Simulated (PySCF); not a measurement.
Predicted microwave data (PBE0-D3(BJ)/def2-SVP geometry optimisation, gas phase in PySCF) for one isomer of [C4H5O]-:

- Rotational constants: A = 39805, B = 2242, C = 2122 MHz
- Dipole components (about the centre of mass): |μa| = 1.63 D, |μb| = 0.75 D, |μc| = 0.00 D
- Inertial defect: 0.00 u·Å²
- κ: -0.99

**Question.** Which candidate fits, each taken in the one conformer that was computed?
A. `[CH2:1]=[CH:2][C:3](=[CH2:4])[O-:5]` (charge -1) with C1–C2–C3–C4 180°
B. `[CH2:1]=[CH:2]/[CH:3]=[CH:4]\[O-:5]` (charge -1) with C1–C2–C3–C4 180°
C. `[CH2:1]=[CH:2]/[CH:3]=[CH:4]/[O-:5]` (charge -1) with C1–C2–C3–C4 180°

**Answer.** C. It is C=C/C=C/[O-], a near-prolate asymmetric top, point group Cs. The candidates at the same level (rigid rotor, commonest isotopes):

```csv
SMILES,A (MHz),B (MHz),C (MHz),μa (D),μb (D),μc (D),Δ (u·Å²),point group,rotor
C=CC(=C)[O-],10291,4383,3074,2.49,1.93,0.00,0.00,Cs,asymmetric top
C=C/C=C\[O-],19679,2748,2411,1.07,0.80,0.00,0.00,Cs,near-prolate asymmetric top
C=C/C=C/[O-],39805,2242,2122,1.63,0.75,0.00,0.00,Cs,near-prolate asymmetric top
```

`C=C/C=C\[O-]` has A 51 % too low; `C=CC(=C)[O-]` has B 96 % too high. In the right answer the mirror of this Cs structure is the ab plane, so μc vanishes by symmetry. No structure here is proved a minimum.
